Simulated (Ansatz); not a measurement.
# C2H3FN2S: how energies converge with the basis set

An exercise on one series of results from a longer session: the logs are not shown, and one member is left open.

Computed with Ansatz 0.2.0, Gaussian basis. Level: one geometry, several basis sets.

Levels to be run: PBE0-D4/def2-SVP; ωB97M-V/def2-SVP; PBE0-D4/def2-QZVPP; ωB97M-V/def2-QZVPP; the functionals' def2-TZVPP values are taken from earlier runs.

### Structure used throughout

The geometry comes from an earlier relaxation with PBE0-D4 in a triple-zeta def2 set; it is a stationary point, not always the lowest conformer.

SMILES `N=CN=C(F)S`, 9 atoms, charge 0, spin multiplicity 1.

Atoms are counted from 1 here; the program's logs count them from 0.

Bond lengths: N1–C2 1.261 Å, N1–H7 1.022 Å, C2–N3 1.401 Å, C2–H8 1.091 Å, N3–C4 1.253 Å, C4–F5 1.339 Å, C4–S6 1.739 Å, S6–H9 1.342 Å. Angles: C2–N1–H7 109.6°, N1–C2–N3 123.2°, N1–C2–H8 119.0°, N3–C2–H8 117.8°, C2–N3–C4 120.8°, N3–C4–F5 124.5°, N3–C4–S6 126.1°, F5–C4–S6 109.3°, C4–S6–H9 93.2°.

The first run:

Input file in.yaml:

```yaml
crystal:
  periodic: [false, false, false]
  atoms:
    - {symbol: N, position_ang: [1.501652, -1.848826, 0.058194]}
    - {symbol: C, position_ang: [0.688303, -1.022407, -0.438582]}
    - {symbol: N, position_ang: [0.090276, 0.005565, 0.301344]}
    - {symbol: C, position_ang: [-0.707587, 0.806224, -0.239755]}
    - {symbol: F, position_ang: [-1.061157, 0.770037, -1.531091]}
    - {symbol: S, position_ang: [-1.525835, 2.125402, 0.543839]}
    - {symbol: H, position_ang: [1.638146, -1.641778, 1.049418]}
    - {symbol: H, position_ang: [0.431223, -1.104297, -1.495620]}
    - {symbol: H, position_ang: [-0.966522, 1.863880, 1.735254]}
basis:
  gaussian: {orbitals: def2-SVP}
hamiltonian: {xc: pbe0, dispersion: d4}
output: {orbitals: {seedname: orbitals}}
```

Launch:

```bash
$ ansatz run in.yaml --threads 4 --pin off --events-out ev --progress --plain --max-ram 10444MiB
```

Steps of the session up to this table: PBE0-D4 in def2-SVP; ωB97M-V in def2-SVP; PBE0-D4 in def2-QZVPP; ωB97M-V in def2-QZVPP.

One of the session's tables, all rows but one given; the rest of the session is left out.

It belongs to the step «Density functionals: the series». 

```
functional       basis  HOMO (eV)
   PBE0-D4    def2-SVP      -7.71
   PBE0-D4  def2-TZVPP      -7.83
   PBE0-D4  def2-QZVPP      -7.86
   ωB97M-V    def2-SVP          ?
   ωB97M-V  def2-TZVPP      -9.92
   ωB97M-V  def2-QZVPP      -9.95
```

**Question.** Estimate the row for ωB97M-V, def2-SVP.

**Answer.** HOMO (eV): -9.76. In the column «HOMO (eV)» it lies between ωB97M-V, def2-TZVPP (-9.92) and PBE0-D4, def2-QZVPP (-7.86).
